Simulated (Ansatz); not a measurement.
The input, for Ansatz 0.2.0:

```yaml
crystal:
  periodic: [false, false, false]
  atoms:
    - {symbol: Ge, position_ang: [0.000000, 0.000000, 0.000000]}
    - {symbol: Al, position_ang: [0.000000, 0.000000, 2.446378]}
basis:
  gaussian: {orbitals: 6-31G}
total_charge: 1
magnetization: {spin_polarized: true, initial_magnetization: 0}
correlation: {method: ccsd_t, electrons: outside_noble_gas}
accuracy: high
scf: {omitted_lower_state_checks: [cluster_reference]}
```

```sh
$ ansatz run in.yaml --threads 1 --pin off --events-out ev --progress --plain --max-ram 2393MiB
```

Log:

```
these checks for a lower state are left out or cut short: cluster_reference
669 factors; integrals over basis functions are off by at most 4.3e-9 eV
mean field evaluation 1: about -63036.7400 eV, gradient 6.4e0 eV
mean field evaluation 2: about -63036.7693 eV, gradient 6.4e0 eV
mean field evaluation 4: about -63037.1978 eV, gradient 4.9e-1 eV
mean field evaluation 8: about -63037.2010 eV, gradient 9.0e-4 eV
mean field evaluation 16: about -63037.3818 eV, gradient 1.2e0 eV
mean field evaluation 32: about -63038.5249 eV, gradient 6.5e-1 eV
mean field evaluation 64: about -63038.5287 eV, gradient 7.2e-1 eV
mean field evaluation 96: about -63037.4878 eV, gradient 4.7e-5 eV
mean field evaluation 128: about -63038.5904 eV, gradient 6.6e-2 eV
mean field evaluation 160: about -63038.5908 eV, gradient 5.1e-2 eV
...
cycle  22  -1.82229289 eV  change   -2.2e-8 eV  update   4.8e-8
cycle  23  -1.82229289 eV  change   -1.2e-9 eV  update   8.2e-8
cycle  24  -1.82229290 eV  change   -8.3e-9 eV  update   4.2e-8
cycle  25  -1.82229292 eV  change   -2.3e-8 eV  update   1.8e-8
cycle  26  -1.82229294 eV  change   -1.7e-8 eV  update   8.2e-9
cycle  27  -1.82229295 eV  change   -6.3e-9 eV  update   4.3e-9
cycle  28  -1.82229295 eV  change   -4.7e-9 eV  update   2.7e-9
cycle  29  -1.82229295 eV  change   -1.9e-9 eV  update   1.2e-9
cycle  30  -1.82229295 eV  change  -3.8e-10 eV  update  3.8e-10
cycle  31  -1.82229295 eV  change  -1.9e-10 eV  update  1.4e-10
perturbative correction -0.07111203 eV, -0.0026133189 hartree
WARN: the results are in doubt because among natural orbitals full CI differs from the method by +0.483 eV
Total energy: -63040.48420154 eV, -2316.6950640318 hartree
In doubt: among natural orbitals full CI differs from the method by +0.483 eV
Checks for a lower state left out: cluster_reference
```

Ran on 1 thread of Arm Neoverse V1, shared host: 7 s wall, 0.11 GiB peak host memory.
